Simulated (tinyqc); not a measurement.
Inside a calculation. Method: ROHF in the sto-6g basis, for H2O+, spin multiplicity 2. One step of it, computed by the program tinyqc.

Problem. Iteration 2: Roothaan effective Fock matrix. With projectors Pc = D(beta) S, Po = (D(alpha) - D(beta)) S, Pv = 1 - D(alpha) S, the block xy is Px^T F Py; with Fc = (F(alpha) + F(beta))/2, the blocks are Fc for cc, oo, vv and cv, F(beta) for co and F(alpha) for ov.

F(alpha) (hartree), lower triangle:
```
             1O 1s      1O 2s     1O 2px     1O 2py     1O 2pz      2H 1s      3H 1s
1O 1s   -20.763782
1O 2s    -5.040702  -2.679483
1O 2px    0.000000   0.000000  -0.798954
1O 2py    0.000000   0.000000   0.000000  -0.694064
1O 2pz   -0.017425  -0.115149   0.000000   0.000000  -0.696104
2H 1s    -0.592530  -0.703784   0.000000  -0.344195  -0.358510  -0.600690
3H 1s    -0.592530  -0.703784   0.000000   0.344195  -0.358510  -0.233674  -0.600690
```

F(beta) (hartree), lower triangle:
```
             1O 1s      1O 2s    1O 2px     1O 2py     1O 2pz      2H 1s      3H 1s
1O 1s   -20.738020
1O 2s    -5.001558  -2.498819
1O 2px    0.000000   0.000000  0.081709
1O 2py    0.000000   0.000000  0.000000  -0.646603
1O 2pz   -0.017425  -0.115149  0.000000   0.000000  -0.648643
2H 1s    -0.587126  -0.672239  0.000000  -0.339481  -0.354056  -0.592919
3H 1s    -0.587126  -0.672239  0.000000   0.339481  -0.354056  -0.227669  -0.592919
```

D(alpha) after iteration 1, lower triangle:
```
            1O 1s      1O 2s    1O 2px     1O 2py    1O 2pz      2H 1s     3H 1s
1O 1s    1.054831
1O 2s   -0.236376   1.023779
1O 2px   0.000000   0.000000  1.000000
1O 2py   0.000000   0.000000  0.000000   0.781315
1O 2pz   0.021299  -0.125364  0.000000   0.000000  0.812559
2H 1s   -0.006597   0.014106  0.000000   0.182727  0.162926   0.076939
3H 1s   -0.006597   0.014106  0.000000  -0.182727  0.162926  -0.008530  0.076939
```

D(beta) after iteration 1, lower triangle:
```
            1O 1s      1O 2s    1O 2px     1O 2py    1O 2pz      2H 1s     3H 1s
1O 1s    1.054831
1O 2s   -0.236376   1.023779
1O 2px   0.000000   0.000000  0.000000
1O 2py   0.000000   0.000000  0.000000   0.781315
1O 2pz   0.021299  -0.125364  0.000000   0.000000  0.812559
2H 1s   -0.006597   0.014106  0.000000   0.182727  0.162926   0.076939
3H 1s   -0.006597   0.014106  0.000000  -0.182727  0.162926  -0.008530  0.076939
```

overlap S, lower triangle:
```
           1O 1s     1O 2s    1O 2px     1O 2py    1O 2pz     2H 1s     3H 1s
1O 1s   1.000000
1O 2s   0.231145  1.000000
1O 2px  0.000000  0.000000  1.000000
1O 2py  0.000000  0.000000  0.000000   1.000000
1O 2pz  0.000000  0.000000  0.000000   0.000000  1.000000
2H 1s   0.026855  0.297323  0.000000   0.200087  0.189043  1.000000
3H 1s   0.026855  0.297323  0.000000  -0.200087  0.189043  0.152438  1.000000
```

Give: effective F.

Solution.

effective F (hartree), lower triangle:
```
          1O 1s   1O 2s  1O 2px  1O 2py  1O 2pz   2H 1s   3H 1s
1O 1s   -20.751
1O 2s    -5.021  -2.589
1O 2px    0.000   0.000  -0.359
1O 2py    0.000   0.000   0.000  -0.670
1O 2pz   -0.017  -0.115   0.000   0.000  -0.672
2H 1s    -0.590  -0.688   0.000  -0.342  -0.356  -0.597
3H 1s    -0.590  -0.688   0.000   0.342  -0.356  -0.231  -0.597
```
